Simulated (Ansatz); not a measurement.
in.yaml

```yaml
crystal:
  periodic: [false, false, false]
  atoms:
    - {symbol: Ge, position_ang: [0.000000, -0.188786, 1.154883]}
    - {symbol: P, position_ang: [0.000000, 1.063913, -0.884682]}
    - {symbol: P, position_ang: [0.000000, -0.659193, -1.889534]}
    - {symbol: H, position_ang: [0.000000, 1.168412, 2.021166]}
basis:
  gaussian: {orbitals: cc-pVDZ}
total_charge: 1
magnetization: {spin_polarized: false}
hamiltonian: {xc: hf}
output: {orbitals: {seedname: orbitals}}
```

```sh
$ ansatz run in.yaml --threads 1 --pin off --events-out ev --progress --plain --max-ram 2393MiB
```

Output:

```
758 factors; integrals over basis functions are off by at most 1.0e-3 eV
mean field evaluation 1: about -75022.6538 eV, gradient 1.3e1 eV
mean field evaluation 2: about -75022.6630 eV, gradient 1.3e1 eV
mean field evaluation 4: about -75023.4503 eV, gradient 2.8e0 eV
mean field evaluation 8: about -75023.5302 eV, gradient 1.3e-1 eV
mean field evaluation 16: about -75009.6349 eV, gradient 2.3e1 eV
mean field evaluation 32: about -75019.0652 eV, gradient 1.3e1 eV
mean field evaluation 64: about -75023.4932 eV, gradient 9.1e-1 eV
mean field -75023.53063578 eV, -2757.0638980894 hartree, gradient 1.6e-5 eV, S^2 0.000000; 0 other end points of the search recorded, 0 dependent functions left out
reference -75023.53063578 eV, -2757.0638980894 hartree; 31, 31 occupied and 37, 37 virtual orbitals, 758 factors
Total energy: -75023.53063578 eV, -2757.0638980894 hartree
```

Ran on 1 thread of Arm Neoverse V1, shared host: 1.9 s wall, 0.12 GiB peak host memory.
